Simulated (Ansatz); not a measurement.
**Structure relaxation of Os**

Level of theory: Ansatz, DFT r2SCAN, scalar-relativistic, plane waves, PAW. Cutoff 500 eV, Γ-centred k mesh, Gaussian smearing, no spin polarisation in the final step.

Os was placed on the simple hexagonal structure type (P6/mmm, No. 191), at a guessed volume.

```
Os
1.0
     2.60829    0.00000    0.00000
    -1.30414    2.25884    0.00000
     0.00000    0.00000    2.43712
Os
1
Direct
  0.00000 0.00000 0.00000
```

Cell and atoms relax at zero pressure; the relaxation can't lower the symmetry of the start. After a coarse first stage the cell is made exact in the group found at 0.06 Å.

Energies count from the standard state of Os at the same level.

Q: What does it relax into?

A: It keeps P6/mmm (No. 191). The result has the simple hexagonal structure. Conventional cell: a = 2.650 Å, c = 2.546 Å. Around Os lie 8 Os at 2.55–2.65 Å.

Space group P6/mmm (No. 191). a = 2.650 Å, b = 2.650 Å, c = 2.546 Å, α = 90.00°, β = 90.00°, γ = 120.00°
| atom | site | symmetry | x | y | z |
| --- | --- | --- | --- | --- | --- |
| Os | 1a | 6/mmm | 0.0000 | 0.0000 | 0.0000 |

Q: What are its volume, energy, density and gap?

A: The volume per atom is 15.48 Å³. The density is 20.40 g/cm³, the energy over the standard structure is 1.22 eV/atom and the gap on the 24×24×22 mesh is 0 eV (a metal).

The final run used a 24×24×22 mesh on its 1-atom cell and 0.10 eV smearing. The k mesh leaves about 4 meV/atom of noise in metals. Spin–orbit coupling is left out. Symmetry constrained the relaxation, so the result can be a saddle point.

This form isn't the element's structure at ambient conditions.